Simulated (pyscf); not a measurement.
PySCF, gas phase, ωB97X-D3(BJ)/def2-SVP geometries.

**Question.** PBE/def2-TZVP puts the barrier of `[ClH]` + `[NH2][B]([Cl])[Cl]` → `[Cl][B]([Cl])[Cl]` + `[NH3]` (four-centre exchange; singlet surface; Cl–H, B–N broken, B–Cl, H–N formed) at 13.7 kcal/mol and the reaction energy at +10.6 kcal/mol, from the separated reactants. What do r²SCAN/def2-TZVP, M06-2X/def2-TZVP, ωB97M-D3(BJ)/def2-TZVP give on the same structures?

**Answer.** r²SCAN: ΔE‡ = 14.2 kcal/mol, ΔE = +11.3 kcal/mol; M06-2X: ΔE‡ = 17.7 kcal/mol, ΔE = +13.0 kcal/mol; ωB97M-D3(BJ): ΔE‡ = 17.9 kcal/mol, ΔE = +12.6 kcal/mol. PBE's barrier lies under all of them, by 0.5 to 4.2 kcal/mol. Its reaction energy lies under all of them, by 0.7 to 2.4 kcal/mol. On the product side the descent ends in an adduct with a B–N contact, 26.3 kcal/mol under the separated species and 32.0 kcal/mol under the saddle at ωB97X-D3(BJ)/def2-TZVP. What is counted as broken (B–N) persists as a longer contact in the product adduct; parting that adduct is a step of its own. This is the saddle that the search found; another between the same sides may lie lower.
